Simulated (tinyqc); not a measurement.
Inside a calculation (part 2 of 2). Method: RHF in the sto-3g basis, for NH3, spin multiplicity 1. Computed by tinyqc, a small Python program that keeps every step (integrals from PySCF). Command: `OMP_NUM_THREADS=1 python tinyqc.py 24711 24712 out.jsonl` (the two numbers bound the seeds that draw the settings). One thread of a shared host (Intel(R) Xeon(R) Processor @ 2.60GHz), about 0.08 s of CPU time with the checks.

Geometry (angstrom):

| atom | x | y | z |
|---|---|---|---|
| N | 0.000000 | 0.000000 | 0.531000 |
| H | 0.869000 | 0.000000 | 0.000000 |
| H | -0.435000 | 0.753000 | 0.000000 |
| H | -0.435000 | -0.753000 | 0.000000 |

## Iteration 2: building the Fock matrix

D after iteration 1, lower triangle:
```
            1N 1s     1N 2s     1N 2px     1N 2py     1N 2pz      2H 1s      3H 1s     4H 1s
1N 1s    2.078236
1N 2s   -0.305659  1.368530
1N 2px  -0.000030  0.000050   0.716964
1N 2py   0.000000  0.000000   0.000000   0.717109
1N 2pz  -0.141921  0.700032   0.000074   0.000000   1.479744
2H 1s   -0.071696  0.133699   0.616320   0.000000  -0.258959   0.639121
3H 1s   -0.071615  0.133634  -0.308367   0.533926  -0.258720  -0.155862   0.639284
4H 1s   -0.071615  0.133634  -0.308367  -0.533926  -0.258720  -0.155862  -0.155789  0.639284
```

core Hamiltonian H = T + V (hartree), lower triangle:
```
             1N 1s      1N 2s     1N 2px     1N 2py     1N 2pz      2H 1s      3H 1s      4H 1s
1N 1s   -25.753535
1N 2s    -5.927628  -7.783088
1N 2px   -0.000005  -0.000024  -6.447110
1N 2py    0.000000   0.000000   0.000000  -6.446965
1N 2pz    0.024443   0.281371   0.000054   0.000000  -6.411320
2H 1s    -1.463001  -3.326589  -2.133387   0.000000   1.398471  -4.700015
3H 1s    -1.461184  -3.323947   1.066805  -1.846658   1.397025  -1.487395  -4.698358
4H 1s    -1.461184  -3.323947   1.066805   1.846658   1.397025  -1.487395  -1.486721  -4.698358
```

nuclear repulsion = 11.96250111 hartree

Given earlier and not repeated: Two-electron integrals (ij|kl) in chemists' order.

J_ij = sum D_kl (ij|kl), K_ij = sum D_kl (ik|jl); F = H + J - 0.5 K; E = tr D H + tr D J / 2 - 0.25 tr D K + E_nn.

Coulomb J (hartree), lower triangle:
```
            1N 1s      1N 2s     1N 2px     1N 2py     1N 2pz     2H 1s     3H 1s     4H 1s
1N 1s   14.595307
1N 2s    2.719190   6.898350
1N 2px   0.000005  -0.000011   6.882820
1N 2py   0.000000   0.000000   0.000000   6.882779
1N 2pz   0.002158  -0.087542  -0.000007   0.000000   6.908479
2H 1s    0.669970   2.947626   2.086917   0.000000  -1.314415  4.789901
3H 1s    0.669130   2.945330  -1.043556   1.806407  -1.313019  1.325922  4.788581
4H 1s    0.669130   2.945330  -1.043556  -1.806407  -1.313019  1.325922  1.325363  4.788581
```

exchange K (hartree), lower triangle:
```
            1N 1s     1N 2s     1N 2px     1N 2py     1N 2pz     2H 1s     3H 1s     4H 1s
1N 1s    8.457400
1N 2s    1.408168  2.133614
1N 2px  -0.000001  0.000102   1.517801
1N 2py   0.000000  0.000000   0.000000   1.517600
1N 2pz  -0.008743  0.087951  -0.000066   0.000000   1.806070
2H 1s    0.360175  1.037138   0.748263   0.000000  -0.436293  1.320458
3H 1s    0.359735  1.036421  -0.374237   0.647849  -0.435881  0.454518  1.319893
4H 1s    0.359735  1.036421  -0.374237  -0.647849  -0.435881  0.454518  0.454321  1.319893
```

Fock matrix F (hartree), lower triangle:
```
             1N 1s      1N 2s     1N 2px     1N 2py     1N 2pz      2H 1s      3H 1s      4H 1s
1N 1s   -15.386928
1N 2s    -3.912521  -1.951545
1N 2px    0.000000  -0.000087  -0.323191
1N 2py    0.000000   0.000000   0.000000  -0.322986
1N 2pz    0.030972   0.149853   0.000080   0.000000  -0.405876
2H 1s    -0.973118  -0.897532  -0.420602   0.000000   0.302203  -0.570343
3H 1s    -0.971922  -0.896828   0.210368  -0.364176   0.301947  -0.388732  -0.569723
4H 1s    -0.971922  -0.896828   0.210368   0.364176   0.301947  -0.388732  -0.388519  -0.569723
```

total energy of this density = -55.43172522 hartree

## Iteration 2: diagonalisation and new density

X, lower triangle:
```
            1N 1s      1N 2s     1N 2px     1N 2py    1N 2pz      2H 1s      3H 1s     4H 1s
1N 1s    1.025129
1N 2s   -0.154839   1.395055
1N 2px  -0.000003   0.000115   1.126253
1N 2py   0.000000   0.000000   0.000000   1.126093
1N 2pz   0.015004  -0.170105  -0.000067   0.000000  1.077486
2H 1s    0.022445  -0.312884  -0.284605   0.000000  0.142997   1.254024
3H 1s    0.022435  -0.312455   0.142261  -0.246258  0.142752  -0.066493   1.253604
4H 1s    0.022435  -0.312455   0.142261   0.246258  0.142752  -0.066493  -0.066476  1.253604
```

Diagonalise F' = X^T F X, C = X C', fill 5 alpha and 5 beta electrons from the bottom; D = 2 C_occ C_occ^T. Each column has its largest component positive (the first on a tie).

F' = X^T F X (hartree), lower triangle:
```
            1          2          3          4          5          6          7         8
1  -15.091447
2   -2.071561  -0.791671
3    0.000029   0.000045  -0.027518
4    0.000000   0.000000   0.000000  -0.027594
5    0.058157  -0.135253  -0.000024   0.000000  -0.250392
6   -0.151561  -0.463186  -0.504895   0.000000   0.241822   0.026475
7   -0.151174  -0.462681   0.252478  -0.437055   0.241493  -0.092341   0.026312
8   -0.151174  -0.462681   0.252478   0.437055   0.241493  -0.092341  -0.092291  0.026312
```

orbital energies (hartree): MO1 -15.394768, MO2 -1.128598, MO3 -0.577074, MO4 -0.576892, MO5 -0.416126, MO6 0.647698, MO7 0.667902, MO8 0.668338

coefficients C:
```
              MO1        MO2        MO3        MO4        MO5        MO6        MO7        MO8
1N 1s    0.993433  -0.213896   0.000037   0.000000  -0.110563  -0.178073   0.000000  -0.002335
1N 2s    0.031699   0.712866  -0.000237   0.000000   0.544733   1.219040   0.000000   0.016301
1N 2px   0.000002   0.000085   0.610334   0.000000   0.000208  -0.013140   0.000000   1.008584
1N 2py   0.000000   0.000000   0.000000   0.610384   0.000000   0.000000   1.008366   0.000000
1N 2pz  -0.006642  -0.168970  -0.000218   0.000000   0.831263  -0.729146   0.000000  -0.009772
2H 1s   -0.006659   0.163431   0.503346   0.000000  -0.139482  -0.688215   0.000000  -1.004022
3H 1s   -0.006652   0.163241  -0.251803   0.435997  -0.139575  -0.707028  -0.861310   0.488199
4H 1s   -0.006652   0.163241  -0.251803  -0.435997  -0.139575  -0.707028   0.861310   0.488199
```

D after iteration 2, lower triangle:
```
            1N 1s     1N 2s     1N 2px     1N 2py     1N 2pz      2H 1s      3H 1s     4H 1s
1N 1s    2.089771
1N 2s   -0.362433  1.611833
1N 2px  -0.000032  0.000058   0.745014
1N 2py   0.000000  0.000000   0.000000   0.745138
1N 2pz  -0.124727  0.664306   0.000052   0.000000   1.439186
2H 1s   -0.052264  0.080387   0.614387   0.000000  -0.287253   0.599133
3H 1s   -0.052205  0.080373  -0.307398   0.532252  -0.287015  -0.161106   0.599343
4H 1s   -0.052205  0.080373  -0.307398  -0.532252  -0.287015  -0.161106  -0.161031  0.599343
```

## Iteration 14 (converged): orbitals

converged F (hartree), lower triangle:
```
             1N 1s      1N 2s     1N 2px     1N 2py     1N 2pz      2H 1s      3H 1s      4H 1s
1N 1s   -15.321523
1N 2s    -3.895637  -1.945925
1N 2px   -0.000002  -0.000087  -0.300607
1N 2py    0.000000   0.000000   0.000000  -0.300397
1N 2pz    0.029242   0.156917   0.000092   0.000000  -0.367913
2H 1s    -0.969342  -0.886947  -0.413312   0.000000   0.304722  -0.553770
3H 1s    -0.968150  -0.886244   0.206720  -0.357862   0.304470  -0.381427  -0.553153
4H 1s    -0.968150  -0.886244   0.206720   0.357862   0.304470  -0.381427  -0.381216  -0.553153
```

As before.

F' = X^T F X (hartree), lower triangle:
```
            1          2          3          4          5          6          7         8
1  -15.027663
2   -2.059919  -0.805458
3    0.000027   0.000043  -0.004758
4    0.000000   0.000000   0.000000  -0.004828
5    0.055170  -0.130979  -0.000012   0.000000  -0.206130
6   -0.152483  -0.456435  -0.503886   0.000000   0.250100   0.040711
7   -0.152097  -0.455933   0.251973  -0.436181   0.249772  -0.088786   0.040543
8   -0.152097  -0.455933   0.251973   0.436181   0.249772  -0.088786  -0.088739  0.040543
```

orbital energies (hartree): MO1 -15.329287, MO2 -1.120170, MO3 -0.558444, MO4 -0.558260, MO5 -0.387910, MO6 0.661172, MO7 0.682714, MO8 0.683146

coefficients C:
```
              MO1        MO2        MO3        MO4        MO5        MO6        MO7        MO8
1N 1s    0.993446  -0.216148   0.000039   0.000000  -0.114601  -0.172649   0.000000  -0.002085
1N 2s    0.031595   0.727650  -0.000247   0.000000   0.574693   1.196361   0.000000   0.014765
1N 2px   0.000002   0.000088   0.605571   0.000000   0.000196  -0.012129   0.000000   1.011464
1N 2py   0.000000   0.000000   0.000000   0.605618   0.000000   0.000000   1.011235   0.000000
1N 2pz  -0.006485  -0.173855  -0.000215   0.000000   0.811958  -0.749476   0.000000  -0.009246
2H 1s   -0.006589   0.155489   0.508034   0.000000  -0.158898  -0.686956   0.000000  -1.000895
3H 1s   -0.006582   0.155305  -0.254143   0.440057  -0.158995  -0.704170  -0.859243   0.487768
4H 1s   -0.006582   0.155305  -0.254143  -0.440057  -0.158995  -0.704170   0.859243   0.487768
```

D after iteration 14, lower triangle:
```
            1N 1s     1N 2s     1N 2px     1N 2py     1N 2pz      2H 1s      3H 1s     4H 1s
1N 1s    2.093578
1N 2s   -0.383503  1.721488
1N 2px  -0.000031  0.000054   0.733433
1N 2py   0.000000  0.000000   0.000000   0.733547
1N 2pz  -0.123830  0.679831   0.000027   0.000000   1.379086
2H 1s   -0.043850  0.042981   0.615267   0.000000  -0.312235   0.615135
3H 1s   -0.043793  0.042979  -0.307838   0.533014  -0.312001  -0.159315   0.615363
4H 1s   -0.043793  0.042979  -0.307838  -0.533014  -0.312001  -0.159315  -0.159239  0.615363
```

## Convergence

Stop when the energy changes by less than 1e-10 hartree and every element of the error matrix X^T (F D S - S D F) X is below 3e-06.

Course of the cycle:

| iteration | E (hartree) | change | largest element of the error matrix |
|---|---|---|---|
| 1 | -55.16817569 | - | 3.95e-01 |
| 2 | -55.43172522 | -2.64e-01 | 9.54e-02 |
| 3 | -55.44523539 | -1.35e-02 | 2.77e-02 |
| 4 | -55.44641850 | -1.18e-03 | 9.88e-03 |
| 5 | -55.44655901 | -1.41e-04 | 3.91e-03 |
| 6 | -55.44658017 | -2.12e-05 | 1.54e-03 |
| 7 | -55.44658367 | -3.50e-06 | 6.26e-04 |
| 8 | -55.44658427 | -6.00e-07 | 2.56e-04 |
| 9 | -55.44658437 | -1.04e-07 | 1.06e-04 |
| 10 | -55.44658439 | -1.81e-08 | 4.40e-05 |
| 11 | -55.44658439 | -3.14e-09 | 1.83e-05 |
| 12 | -55.44658439 | -5.47e-10 | 7.63e-06 |
| 13 | -55.44658439 | -9.53e-11 | 3.18e-06 |
| 14 | -55.44658439 | -1.66e-11 | 1.33e-06 |

PySCF RHF in the same basis = -55.44658439 hartree

Converged in 14 iterations.

## Populations, bond orders and dipole

overlap S, lower triangle:
```
           1N 1s     1N 2s     1N 2px     1N 2py     1N 2pz     2H 1s     3H 1s     4H 1s
1N 1s   1.000000
1N 2s   0.235038  1.000000
1N 2px  0.000000  0.000000   1.000000
1N 2py  0.000000  0.000000   0.000000   1.000000
1N 2pz  0.000000  0.000000   0.000000   0.000000   1.000000
2H 1s   0.057539  0.490925   0.373324   0.000000  -0.228119  1.000000
3H 1s   0.057467  0.490598  -0.186702   0.323188  -0.227906  0.254662  1.000000
4H 1s   0.057467  0.490598  -0.186702  -0.323188  -0.227906  0.254662  0.254588  1.000000
```

Mulliken: Z minus the diagonal of D S on the atom; Loewdin: the same with S^(1/2) D S^(1/2); Mayer order: 2 sum_s sum (D(s) S)_ij (D(s) S)_ji over the two atoms.

Charges (e):

| atom | Mulliken | Loewdin |
|---|---|---|
| 1N | -0.439182 | -0.285207 |
| 2H | 0.146510 | 0.095121 |
| 3H | 0.146336 | 0.095043 |
| 4H | 0.146336 | 0.095043 |

Mayer bond orders:

| pair | order |
|---|---|
| 2-1 | 0.969192 |
| 3-1 | 0.969255 |
| 3-2 | 0.004671 |
| 4-1 | 0.969255 |
| 4-2 | 0.004671 |
| 4-3 | 0.004660 |

dipole moment about the origin, x y z (debye): -0.000310  0.000000  -2.133973
